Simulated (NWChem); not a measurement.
# Correlation energy of nitrogen (N2)

SMILES: N#N
```xyz
2

N      0.0000     0.0000     0.5502
N      0.0000     0.0000    -0.5502
```
Charge 0, spin multiplicity 1.

Everything below was run with NWChem. The geometry was optimised at B3LYP/def2-SVP, a minimum by its harmonic frequencies.

Basis set: def2-TZVP. Each correlation energy counts from its own Hartree-Fock reference.

The correlated methods keep 2 core orbitals frozen. Coupled-cluster values serve here as a point of comparison, not as the truth.

### Question
Order these methods by the correlation energy they give, lowest first: CR-CCSD(T), SCS-MP2, CCSD+T(CCSD), CCSD(T), CCSD.

### Answer
CCSD+T(CCSD) (-390.7 mHa), CCSD(T) (-389.9 mHa), CR-CCSD(T) (-386.4 mHa), CCSD (-371.4 mHa), SCS-MP2 (-364.7 mHa)
